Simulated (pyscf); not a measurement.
Optimised with ωB97X-D3(BJ)/def2-SVP in PySCF. Correlated levels are frozen-core, on RHF or UHF. ΔMP2 is the change of the MP2 total energy from the triple- to the quadruple-zeta basis.

Task: Estimate the classical barrier height and the reaction energy of HO–SiH₂–OH -> H₂O + O=SiH₂ at CCSD(T)/def2-TZVPP + ΔMP2(QZVPP). The step runs on the singlet surface, breaks H–O, O–Si and forms H–O; take the reactant's lowest minimum found as zero.

Result: ΔE‡ = 2.36 eV, ΔE = +3.08 eV. Zero-point energy shifts the barrier by -0.08 eV. It is an elimination, with an imaginary mode of 679i cm⁻¹. On the product side the descent ends in an adduct with a O–Si contact, 0.95 eV under the separated species and 0.09 eV under the saddle at ωB97X-D3(BJ)/def2-TZVP. At CCSD(T) the saddle lies under the separated products, which points to a path from their complex (located at ωB97X-D3(BJ) alone), and parting the products costs more than the saddle. What is counted as broken (O–Si) persists as a longer contact in the product adduct; parting that adduct is a step of its own. One saddle was located; it need not be the lowest between these sides. The CCSD(T) − MP2 part came from Ansatz, without density fitting, on the same reference.
